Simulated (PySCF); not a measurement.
Simulated C 1s region for `O=CO/C=C/F`, binding energy against the vacuum level.

Every computed line was given a Gaussian of 0.8 eV full width at half maximum and an area set by the number of equivalent atoms; the highest printed point is 100. Level of theory: delta-SCF UKS SCAN, pcX-2 on the ionised atom, pcseg-1 elsewhere, spin-free X2C in PySCF 2.14.0.

binding energy (eV), intensity and a bar:
```
    291.6          0 
    291.7          1 
    291.8          1 
    291.9          3 #
    292.0          6 ##
    292.1         10 ###
    292.2         18 #####
    292.3         28 ########
    292.4         42 ############
    292.5         57 #################
    292.6         72 ######################
    292.7         86 ##########################
    292.8         96 #############################
    292.9        100 ##############################
    293.0         98 #############################
    293.1         90 ###########################
    293.2         77 #######################
    293.3         62 ###################
    293.4         46 ##############
    293.5         32 ##########
    293.6         21 ######
    293.7         12 ####
    293.8          7 ##
    293.9          4 #
    294.0          2 #
    294.1          2 #
    294.2          3 #
    294.3          6 ##
    294.4         10 ###
    294.5         17 #####
    294.6         26 ########
    294.7         36 ###########
    294.8         46 ##############
    294.9         53 ################
    295.0         57 #################
    295.1         56 #################
    295.2         50 ###############
    295.3         41 ############
    295.4         31 #########
    295.5         22 ######
    295.6         14 ####
    295.7          8 ##
    295.8          4 #
    295.9          2 #
    296.0          1 
    296.1          0 
    296.2          0
```

Problem. How many maxima does the curve show, and how many computed lines lie under it?

Solution. The curve has 2 maxima (at 292.9 and 295.0 eV). Under it lie 3 lines from 3 inequivalent carbon sites. At this width some lines have no maximum of their own.

Problem. Decompose the envelope and assign each component. Numbering: `[O:1]=[CH:2][O:3]/[CH:4]=[CH:5]/[F:6]`.

Solution. 
```json
{"position (eV)": "292.74", "relative area": "1", "line": "C 1s", "atoms": "C4", "environment": "vinylic carbon bearing oxygen"}
{"position (eV)": "293.09", "relative area": "1", "line": "C 1s", "atoms": "C5", "environment": "vinylic C–F carbon"}
{"position (eV)": "295.03", "relative area": "1", "line": "C 1s", "atoms": "C2", "environment": "ester carbonyl carbon"}
```

Problem. What are the centre and the root-mean-square width of the whole band?

Solution. The area-weighted mean of the lines is 293.62 eV. Their own spread about it is 1.01 eV (rms) and each Gaussian has σ = 0.8/2.355 = 0.34 eV; the variances add, which gives 1.06 eV.

The listed C 1s values span 2.29 eV, from C4 (bonded to O, C (double bond) and H) to C2 (bonded to O (double bond), O and H). The widest gap between neighbouring values is 1.94 eV, between 293.09 and 295.03 eV.

No satellites, vibrations or lifetime broadening are included. The unrestricted hole states depart most from a pure doublet (⟨S²⟩ = 0.75; over 0.85 named) for C 1s of C2 (0.89), which makes this value less certain. One conformer (not necessarily the lowest) at the PBE0-D3(BJ)/def2-SVP geometry, without solvent, vibrations or thermal averaging.

On an Arm Neoverse V1 with one thread, shared host, this took 28 s wall.

The values belong to the conformer `[O:1]=[CH:2][O:3]/[CH:4]=[CH:5]/[F:6]`: O1–C2–O3–C4 0°, C2–O3–C4–C5 0°.
